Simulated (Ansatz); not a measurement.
```yaml
crystal:
  periodic: [false, false, false]
  atoms:
    - {symbol: N, position_ang: [0.000000, 0.000000, 0.000000]}
    - {symbol: N, position_ang: [0.000000, 0.000000, 1.320600]}
basis:
  gaussian: {orbitals: def2-TZVP}
total_charge: 1
magnetization: {spin_polarized: true, initial_magnetization: 3}
hamiltonian: {xc: pbe0}
relax: {f_tol: 0.004, max_steps: 80}
```

```sh
$ ansatz run in.yaml --threads 1 --pin off --events-out ev --progress --plain --max-ram 2176MiB
```

Steps of the relaxation (energy above the last step; positions in Å, forces in eV/Å):

```
2
step 1, 142.6 meV
N     0.000    0.000    0.000    0.000    0.000   -1.546
N     0.000    0.000    1.321    0.000    0.000    1.546
```

```
2
step 2, 111.2 meV
N     0.000    0.000   -0.010    0.000    0.000   -1.585
N     0.000    0.000    1.331    0.000    0.000    1.585
```

```
2
step 3, 896.2 meV
N     0.000    0.000   -0.205    0.000    0.000    4.569
N     0.000    0.000    1.526    0.000    0.000   -4.569
```

```
2
step 5, 115.5 meV
N     0.000    0.000   -0.100    0.000    0.000    2.343
N     0.000    0.000    1.421    0.000    0.000   -2.343
```

```
2
step 9, 0.0 meV
N     0.000    0.000   -0.055    0.000    0.000    0.000
N     0.000    0.000    1.375    0.000    0.000    0.000
```

Close pairs at the end: N1–N2 1.430 Å.

A stationary point of unrestricted PBE0 after 9 steps, with ⟨S²⟩ = 3.760 against 3.75 for a pure state. 11 s on 1 thread of Intel Xeon 6975P-C, shared host.
